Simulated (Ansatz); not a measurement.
```yaml
crystal:
  periodic: [false, false, false]
  atoms:
    - {symbol: Cr, position_ang: [-1.386628, -0.355081, -0.000948]}
    - {symbol: N, position_ang: [0.235339, -0.048801, 0.000650]}
    - {symbol: H, position_ang: [1.151289, 0.403882, 0.000298]}
basis:
  gaussian: {orbitals: def2-TZVP}
hamiltonian: {xc: pbe0}
relax: {f_tol: 0.004, max_steps: 80}
```

```sh
$ ansatz run in.yaml --threads 1 --pin off --events-out ev --progress --plain --max-ram 2176MiB
```

Steps of the relaxation (energy above the last step; positions in Å, forces in eV/Å):

```
3
step 1, 183.1 meV
Cr   -1.387   -0.355   -0.001    3.292    0.522    0.004
N     0.235   -0.049    0.001   -3.119   -0.259   -0.005
H     1.151    0.404    0.000   -0.173   -0.263    0.001
```

```
3
step 2, 62.9 meV
Cr   -1.356   -0.351   -0.001    1.691    0.204    0.002
N     0.219   -0.044    0.001   -1.745   -0.015   -0.003
H     1.137    0.395    0.000    0.055   -0.189    0.001
```

```
3
step 3, 22.5 meV
Cr   -1.327   -0.350   -0.001   -0.361   -0.210    0.000
N     0.199   -0.032    0.001    0.228    0.371   -0.001
H     1.128    0.381    0.000    0.133   -0.161    0.001
```

```
3
step 5, 0.1 meV
Cr   -1.328   -0.385   -0.001    0.007    0.002    0.000
N     0.175    0.050    0.000    0.077    0.023    0.000
H     1.154    0.335    0.001   -0.084   -0.025    0.000
```

```
3
step 6, 0.0 meV
Cr   -1.328   -0.385   -0.001    0.002    0.000    0.000
N     0.175    0.051    0.000   -0.002    0.001    0.000
H     1.152    0.334    0.001    0.000   -0.001    0.000
```

Close pairs at the end: N2–H3 1.017 Å, Cr1–N2 1.565 Å.

A stationary point of restricted PBE0 after 6 steps (its stability towards spin polarisation wasn't tested); no frequencies were run, so it isn't proven a minimum. 65 s on 1 thread of Intel Xeon 6975P-C, shared host.
